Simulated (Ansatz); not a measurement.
H5N2Si (`[NH][SiH2]N`) radical. Total charge 0; spin multiplicity 2.

Cartesian coordinates in Å:
```
N -0.337 -1.644 -0.261
Si -0.286 0.003 0.333
N 0.783 1.043 -0.495
H -0.990 -2.230 0.265
H -1.659 0.567 0.199
H 0.150 -0.050 1.757
H 1.778 0.949 -0.374
H 0.561 1.364 -1.424
```

Task: What are the harmonic wavenumbers in cm⁻¹ at PBE0-D4/def2-TZVP (Ansatz, finite differences of forces, unscaled)? (An estimate is asked.)

Result: The calculation gave: 139, 271, 275, 411, 462, 709, 745, 750, 868, 892, 910, 958, 1586, 2198, 2199, 3472, 3606, 3698.

Task: Is this a minimum?

Result: Yes, all 18 modes are real.

Task: Give the ideal-gas thermochemistry at 298.15 K and 1 bar (rigid rotor, harmonic oscillator; point group Cs, symmetry number 1).

Result: Zero-point energy 144.4 kJ/mol; H(298) − E = 161.3 kJ/mol; entropy 301.5 J/(mol·K), of which translation 160.2, rotation 97.9, vibration 37.7, electronic 5.8; G(298) − E = 71.4 kJ/mol.

Task: Rotational constants (cm⁻¹)?

Result: 0.7831, 0.2226, 0.1908.
